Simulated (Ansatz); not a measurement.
**How the elastic constant C66 of 1T (CdI2-type) HfS₂ moves with the method**

No measured value is used here.

| level (code) | value (GPa) | cell (Å³/atom) |
|---|---|---|
| LDA (Ansatz) | [?] | 20.74 |
| PBE (Ansatz) | 47.5 | 26.42 |
| PBEsol (Ansatz) | [?] | 22.15 |
| PBE-D3(BJ) (Ansatz) | 59.0 | 21.65 |
| PBE-D3(BJ)+SOC (Ansatz) | 59.0 | 21.61 |
| PBE-D4 (Ansatz) | 57.8 | 22.13 |
| PBE0-D4 (Ansatz) | 62.7 | 22.13 |

### Question
Complete the blanks.

### Answer

- LDA (Ansatz, a quantum-chemistry and plane-wave program), value (GPa): 61.8
- PBEsol (Ansatz), value (GPa): 57.0

Density-functional levels without +SOC have no spin–orbit coupling. LDA: LDA has no dispersion term either, though it tends to give short spacings of layers, chains or molecules. PBE, PBEsol: the cell comes from a level without a dispersion term, which matters for the spacing of layers, chains or molecules. PBE-D3(BJ), PBE-D4, PBE0-D4: the dispersion coefficients are held fixed in the derivatives. Each level is taken at its own relaxed cell. K meshes differ between the levels. Ansatz's density-functional and Hartree–Fock values are scalar-relativistic unless marked +SOC, with PAW data made under PBE.
